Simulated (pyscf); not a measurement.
H₃Si–Si•(SiH₃)–SiH₃ + H₂O → HO–Si(SiH₂•)(SiH₃)–SiH₃ + H₂, a concerted two-bond exchange (doublet surface; H–Si, H–O broken, O–Si, H–H formed). Optimised with ωB97X-D3(BJ)/def2-SVP in PySCF. Energies in eV from the separated reactants.

Small-basis levels: PySCF, no dispersion term, spherical d functions. AM1 to PM7: differences of heats of formation from MOPAC, which are fitted to 298 K values and so differ in kind from electronic energies by zero-point and thermal terms. GFN2-xTB: tblite. Open shells are spin-unrestricted. 

```
level                   barrier  reaction energy
----------------------  -------  ---------------
HF/STO-3G                  4.18            +0.20
HF/3-21G                   2.49            -0.38
HF/6-31G*                  3.05            -0.12
MP2/6-31G*                 2.14            -0.46
B3LYP/LANL2DZ              1.94            +0.05
M06-2X/6-31G*              1.70            -0.44
B3LYP/def2-SVP             1.66            -0.20
GFN2-xTB                   1.56            -0.37
AM1                        2.33            +0.32
PM3                        0.91            -1.27
PM6                        0.62            -1.15
PM7                        1.29            -2.17
ωB97M-D3(BJ)/def2-TZVP     1.70            -0.27
```

Against the last row the barrier runs from -1.08 (PM6) to +2.48 eV (HF/STO-3G). ωB97M-D3(BJ)/def2-TZVP has limits of its own. On the reactant side the descent ends in a complex (not fully relaxed), 0.19 eV under the separated species and 1.98 eV under the saddle at ωB97X-D3(BJ)/def2-TZVP. At ωB97X-D3(BJ)/def2-TZVP the barrier from the zero used here is 1.79 eV. HO–Si(SiH₂•)(SiH₃)–SiH₃ lies 1.14 eV over its isomer H₃Si–O–Si•(SiH₃)–SiH₃ (electronic energy, ωB97M-D3(BJ)/def2-TZVP). This is the saddle that the search found; another between the same sides may lie lower.
